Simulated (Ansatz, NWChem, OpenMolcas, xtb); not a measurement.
## How methods differ on HCN (hydrogen cyanide)

The species is HCN (3 atoms), meant as a singlet with charge 0. SMILES: `C#N`. The coordinates come from a PBE0-D4/def2-TZVP relaxation.

```xyz
3

C    -0.0056   -0.0244   -0.0056
N     0.2520    1.0610    0.2552
H    -0.2464   -1.0366   -0.2495
```

Each level gives the dipole moment (D). The values are calculated.

**What was measured.** NIST CCCBDB gives the dipole moment of the gas as 2.98 D.

```tsv
level	kind	program	value (D)	computed − measured
GFN0-xTB	semi-empirical	xtb	4.12	+1.14
HF/cc-pVTZ	Hartree–Fock	OpenMolcas	3.26	+0.28
SVWN5/cc-pVTZ	LDA	NWChem	2.96	-0.02
PBE/cc-pVTZ	GGA	Ansatz	2.88	-0.10
TPSS/cc-pVTZ	meta-GGA	OpenMolcas	2.91	-0.07
BHLYP/cc-pVTZ	global hybrid	OpenMolcas	3.10	+0.12
wB97X/cc-pVTZ	range-separated hybrid	NWChem	3.04	+0.06
```

Nearest: SVWN5/cc-pVTZ (-0.02 D); farthest: GFN0-xTB (+1.14 D). The measured dipole is a vibrational average, so differences of a few hundredths of a debye mean little. Computed less measured by kind, in D (cc-pVTZ rows): semi-empirical +1.14; Hartree–Fock +0.28; LDA -0.02; GGA -0.10; meta-GGA -0.07; global hybrid +0.12; range-separated hybrid +0.06.
